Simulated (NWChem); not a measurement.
**M06-2X/6-311+G(d,p) run of SiH3OF (SMILES O[SiH2]F)**

Aim: the vertical ionisation energy of SiH3OF at M06-2X/6-311+G**, from 2 runs. 

The calculation is run with NWChem 7.3.0.

## Step 1: Starting point

SiH3OF: 6 atoms, total charge 0, spin state singlet. SMILES: `O[SiH2]F`. Geometry: relaxed at PBE0-D4/def2-TZVP. This is one conformer, not always the lowest.

Bond lengths: O1–Si2 1.630 Å, Si2–F3 1.596 Å, O1–H4 0.958 Å, Si2–H5 1.474 Å, Si2–H6 1.482 Å. Angles: O1–Si2–F3 111.0°, O1–Si2–H5 106.4°, O1–Si2–H6 111.7°, F3–Si2–H5 108.2°, F3–Si2–H6 106.0°, Si2–O1–H4 119.1°, H5–Si2–H6 113.7°.

## Step 2: A single-point energy at M06-2X/6-311+G(d,p)

mol.nw reads:

```
start mol
title "FH3OSi"
memory stack 880 mb heap 220 mb global 1100 mb
charge 0

geometry noautosym nocenter noautoz
  O     -0.853500    -0.209200    -0.924100
  Si     0.378300    -0.009300     0.123900
  F      0.180800    -0.922800     1.417800
  H     -1.714200     0.150200    -0.705600
  H      1.595600    -0.458500    -0.575800
  H      0.455100     1.385600     0.617600
end

basis spherical bse
  * library 6-311+G**
end

dft
  xc m06-2x
  grid xfine
  convergence energy 1e-08
  maxiter 100
  mulliken
  noprint "final vectors analysis"
end

task dft energy
```

On the command line:

```
$ nwchem mol.nw > mol.out
```

The log of the run:

```text
[...]
          Wavefunction type:  closed shell.
          No. of atoms     :     6
          No. of electrons :    34
[...]
          Charge           :     0
          Spin multiplicity:     1
[...]
          AO basis - number of functions:    92
[...]
              XC Information
              --------------
                       M06-2X Method XC Functional
                     Hartree-Fock (Exact) Exchange  0.540
                        M06-2X Exchange Functional  1.000
                      M06-2X Correlation Potential  1.000
[...]
 d= 0,ls=0.0,diis     1   -466.3598321177 -5.86D+02  8.55D-03  1.08D+00     3.1
[...]
 d= 0,ls=0.0,diis     9   -466.4425417982 -4.00D-09  3.84D-07  7.24D-09    26.3
         Total DFT energy =     -466.442541798184
      One electron energy =     -883.973269219294
           Coulomb energy =      339.151926659282
    Exchange-Corr. energy =      -41.149637700786
 Nuclear repulsion energy =      119.528438462613
[...]
      Total Density - Mulliken Population Analysis
     ---------------------------------------------
    Atom       Charge   Shell Charges
 -----------   ------   -------------------------------------------------------
    1 O    8     8.58   1.09  0.91  0.97  0.98  2.10  0.84  1.69 -0.08  0.09  0.01
    2 Si  14    13.14   0.79  1.18  0.94  1.05  0.78  0.41  1.98  3.90  0.65  0.99  0.07  0.03  0.02  0.35
    3 F    9     9.32   1.08  0.92  1.17  1.07  2.37  0.92  1.86 -0.12  0.05  0.00
    4 H    1     0.70   0.26  0.32  0.05  0.07
    5 H    1     1.13   0.25  0.59  0.27  0.01
    6 H    1     1.14   0.25  0.59  0.29  0.01
[...]
```

It took 27 s on 1 thread of Intel Xeon Platinum 8488C (Sapphire Rapids), shared host; peak memory 0.13 GiB.

## Step 3: The doublet cation, same level

fh3osi.nw reads:

```
start fh3osi
title "FH3OSi"
memory total 2200 mb
charge 1

geometry units angstroms noautosym nocenter noautoz
 O       -0.853500      -0.209200      -0.924100
 Si       0.378300      -0.009300       0.123900
 F        0.180800      -0.922800       1.417800
 H       -1.714200       0.150200      -0.705600
 H        1.595600      -0.458500      -0.575800
 H        0.455100       1.385600       0.617600
end

basis spherical bse
 O library 6-311+G**
 Si library 6-311+G**
 F library 6-311+G**
 H library 6-311+G**
end

dft
 xc m06-2x
 mult 2
 grid xfine
 convergence energy 1e-08
 maxiter 100
 mulliken
 print low
end

task dft energy
```

On the command line:

```
$ nwchem fh3osi.nw > fh3osi.out
```

The log of the run:

```text
[...]
 d= 0,ls=0.0,diis     1   -465.6923402214 -5.85D+02  8.78D-03  9.45D-01     4.9
[...]
 d= 0,ls=0.5,diis    45   -465.9897620218 -8.72D-09  2.47D-07  2.99D-09   224.6
[...]
         Total DFT energy =     -465.989762031380
      One electron energy =     -874.545467892841
           Coulomb energy =      329.782448511483
    Exchange-Corr. energy =      -40.755181112635
 Nuclear repulsion energy =      119.528438462613
[...]
      Total Density - Mulliken Population Analysis
     ---------------------------------------------
    Atom       Charge   Shell Charges
 -----------   ------   -------------------------------------------------------
    1 O    8     8.35   1.09  0.91  0.96  1.00  2.07  0.82  1.56 -0.10  0.02  0.01
    2 Si  14    13.13   0.79  1.18  0.94  1.05  0.84  0.38  1.98  3.90  0.64  0.97  0.10  0.02  0.01  0.34
    3 F    9     9.19   1.08  0.92  1.16  1.08  2.35  0.92  1.80 -0.12  0.00  0.00
    4 H    1     0.63   0.25  0.28  0.03  0.06
    5 H    1     0.88   0.23  0.52  0.12  0.01
    6 H    1     0.82   0.21  0.49  0.10  0.01
[...]
      <S2> =      0.7631 (Exact =     0.7500)
[...]
```

Run time: 3.8 min. Hardware: 1 thread of Intel Xeon Platinum 8488C (Sapphire Rapids), shared host; peak memory 0.13 GiB.

## Step 4: Summary of results

Level: M06-2X/6-311+G**.

```
                                          quantity          value
                      singlet SiH3OF: total energy  -466.44254 Eh
                     singlet SiH3OF: dipole moment         1.81 D
                      doublet cation: total energy  -465.98976 Eh
                              doublet cation: ⟨S²⟩          0.763
vertical ionisation energy (to the doublet cation)      12.321 eV
```

**Reading.** Removing an electron at fixed nuclei costs 12.32 eV (1189 kJ/mol). Mulliken charges (doublet cation) run from -0.35 on O1 to +0.87 on Si2; in a basis this large or diffuse they mean little.
